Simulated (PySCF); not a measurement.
**TDDFT excited states: BCl**

BCl (singlet state).
Numbering: `[B:1][Cl:2]`

The calculation used PySCF, TDDFT CAM-B3LYP/aug-cc-pVTZ, vertical, gas phase, core orbitals frozen in the response. Isolated species at its PBE0-D3(BJ)/def2-TZVP geometry, gas phase.

Problem. List the vertical singlet excitations with oscillator strengths and describe the spectrum.

Solution. 

| state | λ (nm) | E (eV) | f | symmetry | main configurations (H = HOMO, L = LUMO) |
| --- | --- | --- | --- | --- | --- |
| S1 | 282.6 | 4.39 | 0.063 | Π | H→L/L+1 (≥92%) |
| S2 | 282.6 | 4.39 | 0.063 | Π | H→L/L+1 (≥92%) |
| S3 | 174.3 | 7.11 | 0.015 | Σ+ | H→L+2 (89%) |
| S4 | 170.6 | 7.27 | 0.0000 | – | H-2/H-1→L/L+1 (≥95%) |
| S5 | 167.7 | 7.39 | 0.230 | Σ+ | H→L+5 (87%) |
| S6 | 167.4 | 7.41 | 0.0000 | – | H-2/H-1→L/L+1 (≥96%) |
| S7 | 167.4 | 7.41 | 0.0000 | – | H-2/H-1→L/L+1 (≥96%) |
| S8 | 163.7 | 7.58 | 0.051 | Π | H→L+3 (66%), H→L+4 (29%) |
| S9 | 163.7 | 7.58 | 0.051 | Π | H→L+4 (66%), H→L+3 (29%) |
| S10 | 149.7 | 8.28 | 0.013 | Σ+ | H→L+6 (61%), H-2/H-1→L/L+1 (≥22%) |

Triplets (Tamm–Dancoff): T1 2.24 eV, H→L/L+1 (≥94%); T2 2.24 eV, H→L/L+1 (≥94%); T3 6.67 eV, H-2/H-1→L/L+1 (≥66%), H→L+2 (24%); T4 6.68 eV, H→L+2 (54%), H-2/H-1→L/L+1 (≥26%).

The lowest singlet level (S1/S2) lies at 4.39 eV (283 nm, ultraviolet) and is of moderate strength. The most intense listed level is S5 at 7.39 eV (168 nm, f = 0.230), 3.00 eV above S1. S1/S2, S6/S7 and S8/S9 lie within about 0.01 eV of each other in each set; the point group C∞v has degenerate representations, and within a degenerate level the listed configurations can mix freely. Löwdin shares by element: HOMO boron 82%, chlorine 18%; LUMO (one of a set within 0.03 eV) boron 76%, chlorine 24%. Of the 10 states listed, 7 reach f = 0.01 and 3 stay under 0.0005. The listed states span 3.90 eV, and the widest gap between neighbours is 2.73 eV (S2 to S3). The oscillator strengths of these states sum to 0.486; summed over the whole spectrum of an exact calculation they would give the number of electrons, 22 (Thomas–Reiche–Kuhn). Symmetry labels in C∞v follow from the direction of the transition dipole and are given only for states with f of 0.002 or more. Orbitals of the list HOMO-3 to LUMO+2 that lie within 0.01 eV of each other are written together with a slash and their weights summed (≥ marks a lower bound); for degenerate orbitals outside that list single weights are arbitrary. Only the lowest 10 singlets were computed, as vertical energies without vibronic structure.
